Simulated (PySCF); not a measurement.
# One shape, several levels: BH5O (B(H2O)H3)

Aim: a comparison of 6 runs (B3LYP/STO-3G, PBE/STO-3G, UPBE0/STO-3G, wB97X-V/STO-3G, CCSDTQ/STO-3G, NEVPT2(2,2)/STO-3G) of BH5O (B(H2O)H3). 

The calculation is run with PySCF 2.14.0.

1 further run of the same task is left out (set aside as unsound or not needed).

## Step 1: The system as given

The species is BH5O (7 atoms), meant as a singlet with charge 0. As SMILES, `[H]B([H])([H])<-O`. The B1–H7 distance was set to 1.773 Å, away from the relaxed value. At this shape a bond of the SMILES string is far longer than usual.

Bond lengths: B1–O2 1.700 Å, O2–H3 0.963 Å, O2–H4 0.962 Å, B1–H5 1.182 Å, B1–H6 1.191 Å. Angles: B1–O2–H3 102.2°, B1–O2–H4 102.2°, O2–B1–H5 103.7°, O2–B1–H6 104.3°, H3–O2–H4 109.6°, H5–B1–H6 114.2°.

## Step 2: A single-point energy at B3LYP/STO-3G (run 1)

The input, input.py:

```python
from pyscf import gto, dft

molecule = gto.M(
    atom='''
B    0.344074   0.390366  -0.524020
O    0.377094   0.355416   1.175600
H   -0.559786   0.359456   1.397360
H    0.762594   1.210966   1.389650
H    1.486394   0.433526  -0.825420
H   -0.267986   1.378386  -0.785320
H   -0.484730  -1.115770  -0.958620
''',
    verbose=3,
    spin=0,
    basis='sto-3g',
    max_memory=1860,
)

mf = dft.RKS(molecule, xc='b3lyp')
mf.grids.level = 5
mf.conv_tol = 1e-10
mf.kernel()
if not mf.converged:
    mf = mf.newton().run(mf.mo_coeff, mf.mo_occ)

etot = mf.e_tot
print('E(%s) = %.9f' % ('B3LYP', etot))
```

Launch:

```bash
OMP_NUM_THREADS=1 python input.py
```

The program printed:

```text
converged SCF energy = -101.597711328847
E(B3LYP) = -101.597711329
```

It took 2.8 s on 1 thread of Arm Neoverse V1, shared host; peak memory 0.18 GiB.

## Step 3: The energy at PBE/STO-3G (run 2)

The input, job.py:

```python
from pyscf import gto, dft

molecule = gto.M(
    atom='''
B      0.650206     0.737685    -0.990254
O      0.712604     0.671639     2.221562
H     -1.057842     0.679273     2.640628
H      1.441094     2.288394     2.626058
H      2.808878     0.819245    -1.559818
H     -0.506420     2.604772    -1.484040
H     -0.916007    -2.108500    -1.811529
''',
    basis='sto-3g',
    verbose=3,
    max_memory=1860,
    unit='bohr',
    charge=0,
)

mf = dft.RKS(molecule, xc='pbe')
mf.conv_tol = 1e-10
mf.grids.level = 5
mf.kernel()
if not mf.converged:
    mf = mf.newton().run(mf.mo_coeff, mf.mo_occ)

energy = mf.e_tot
print('E = %.10f Eh' % energy)
```

Launch:

```bash
OMP_NUM_THREADS=1 python job.py
```

The program printed:

```text
converged SCF energy = -101.455091727295
E = -101.4550917273 Eh
```

It took 2.8 s on 1 thread of Arm Neoverse V1, shared host; peak memory 0.18 GiB.

Runs 3 to 4 aren't shown in full; the table further down has their settings and results.

## Step 4: A single-point energy at CCSDTQ/STO-3G (run 5)

The input, job.py:

```python
from pyscf import gto, cc

mol = gto.Mole()
mol.atom = [
    ('B', (0.344074, 0.390366, -0.524020)),
    ('O', (0.377094, 0.355416, 1.175600)),
    ('H', (-0.559786, 0.359456, 1.397360)),
    ('H', (0.762594, 1.210966, 1.389650)),
    ('H', (1.486394, 0.433526, -0.825420)),
    ('H', (-0.267986, 1.378386, -0.785320)),
    ('H', (-0.484730, -1.115770, -0.958620)),
]
mol.basis = 'sto-3g'
mol.max_memory = 1860
mol.verbose = 3
mol.build()

calc0 = mol.RHF()
calc0.conv_tol = 1e-10
calc0.kernel()
if not calc0.converged:
    calc0 = calc0.newton().run(calc0.mo_coeff, calc0.mo_occ)

mycc = cc.CCSDTQ(calc0, frozen=2)
mycc.kernel()
energy = mycc.e_tot
print('Final energy', energy)
```

Launch:

```bash
OMP_NUM_THREADS=1 python job.py
```

The program printed:

```text
converged SCF energy = -100.976511738843
_make_eris_incore_RCCSDTQ
RCCSDTQ converged
E(RCCSDTQ) = -101.1212140122241   E_corr = -0.1447022733811921
E_corr(same-spin) = -0.00715316859803622
E_corr(oppo-spin) = -0.137549104783156
Final energy -101.12121401222414
```

It took 26 s on 1 thread of Arm Neoverse V1, shared host; peak memory 0.17 GiB.

## Step 5: A single-point energy at NEVPT2(2,2)/STO-3G (run 6)

The input, calc.py:

```python
import numpy
from pyscf import gto, scf, mp, mcscf, mrpt

molecule = gto.M(
    atom='''
B      0.650206     0.737685    -0.990254
O      0.712604     0.671639     2.221562
H     -1.057842     0.679273     2.640628
H      1.441094     2.288394     2.626058
H      2.808878     0.819245    -1.559818
H     -0.506420     2.604772    -1.484040
H     -0.916007    -2.108500    -1.811529
''',
    max_memory=1860,
    verbose=4,
    unit='bohr',
    basis='sto-3g',
)

mf = molecule.RHF()
mf.conv_tol = 1e-10
mf.kernel()
if not mf.converged:
    mf = mf.newton().run(mf.mo_coeff, mf.mo_occ)

pt = mp.MP2(scf.addons.convert_to_uhf(mf)).run()
noons, natorbs = mcscf.addons.make_natural_orbitals(pt)
print('natural occupations', numpy.round(noons[:40], 4))
cas = mcscf.CASSCF(mf, 2, 2)
cas.fix_spin_(ss=0.0)
cas.natorb = True
cas.kernel(natorbs)
e_pt2 = mrpt.NEVPT(cas).kernel()
e_final = cas.e_tot + e_pt2
print('E = %.10f Eh' % e_final)
```

Launch:

```bash
OMP_NUM_THREADS=1 python calc.py
```

The program printed:

```text
PySCF version 2.14.0

[... 59 lines left out ...]
converged SCF energy = -100.97651165467
[... 53 lines left out ...]
1-step CASSCF converged in   3 macro ( 17 JK   7 micro) steps
[... 12 lines left out ...]
CASSCF energy = -101.018118303578
[... 24 lines left out ...]
Nevpt2 Energy = -0.077968170388419
E = -101.0960864740 Eh
```

It took 0.95 s on 1 thread of Arm Neoverse V1, shared host; peak memory 0.12 GiB.

## Step 6: The series

```csv
run,level,follow instability,nlc grid,energy (Eh),dipole moment (D) of the reference,HOMO energy (eV),LUMO energy (eV),wall time
1,B3LYP/STO-3G,–,–,-101.597711,5.18,-4.12,5.23,2.8 s
2,PBE/STO-3G,–,–,-101.455092,5.21,-2.96,4.03,2.8 s
3,UPBE0/STO-3G,yes,–,-101.475810,5.18,-4.27,5.70,12 s
4,wB97X-V/STO-3G,–,1,-101.563690,5.17,-6.78,8.30,20 s
5,CCSDTQ/STO-3G,–,–,-101.121214,5.09,-7.29,11.53,26 s
6,"NEVPT2(2,2)/STO-3G",–,–,-101.096086,5.09,-7.29,11.53,0.95 s
```

## Step 7: Outcome

```
                                    quantity          value
                         run 6: total energy  -101.09609 Eh
 run 6: dipole moment (Hartree–Fock density)         5.09 D
  run 6: HOMO energy (Hartree–Fock orbitals)       -7.29 eV
  run 6: LUMO energy (Hartree–Fock orbitals)       11.53 eV
run 6: HOMO–LUMO gap (Hartree–Fock orbitals)       18.82 eV
```

**Reading.** Over runs 1, 2, 3, 4 the dipole moment (its size) runs from 5.17 D (wB97X-V/STO-3G) to 5.21 D (PBE/STO-3G). Over runs 1, 2, 3, 4 the HOMO–LUMO gap runs from 6.99 eV (PBE/STO-3G) to 15.09 eV (wB97X-V/STO-3G). Totals of different functionals can't be ranked against each other. In runs 1, 2, 3, 4, 5, 6 the basis is minimal, so the values are rough. All runs together took 65 s, the longest 26 s.
